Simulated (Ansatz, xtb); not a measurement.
SiH3O (SMILES [O][SiH3]): the electronic atomisation energy, rung by rung

The species is SiH3O (5 atoms), meant as a doublet with charge 0. SMILES: `[O][SiH3]`. Geometry: relaxed at GFN2-xTB.

Quantity: the electronic atomisation energy, in eV. The values are calculated. Electronic energies at fixed atoms, without zero-point motion or spin-orbit coupling.

| level | kind | program | value (eV) | less FCI/STO-3G |
| --- | --- | --- | --- | --- |
| GFN2-xTB | semi-empirical | xtb | 20.92 | +6.58 |
| UHF/STO-3G | Hartree–Fock | Ansatz | 12.54 | -1.80 |
| UPBE/STO-3G | GGA | Ansatz | 17.55 | +3.21 |
| UPBE0/STO-3G | global hybrid | Ansatz | 16.89 | +2.55 |
| U-wB97X/STO-3G | range-separated hybrid | Ansatz | 16.84 | +2.50 |
| RPA@PBE/STO-3G | RPA | Ansatz | 13.88 | -0.46 |
| UMP2/STO-3G | perturbation theory | Ansatz | 13.80 | -0.54 |
| UBCCD(T)/STO-3G | coupled cluster or CI | Ansatz | 14.33 | -0.01 |
| UCCSDTQ/STO-3G | coupled cluster or CI | Ansatz | 14.34 | 0.00 |
| FCI/STO-3G | exact in the basis | Ansatz | 14.34 | 0.00 |

FCI/STO-3G is exact within its basis and frozen core, so for wave-function methods in that basis the difference is their error; functionals converge differently with the basis, so for them it is only a difference. The values span 12.54 to 20.92 eV. The xTB rows lack spin polarisation, so open shells miss the exchange term that lowers them. All rows use very small basis sets, so none should be taken for the real molecule's value.
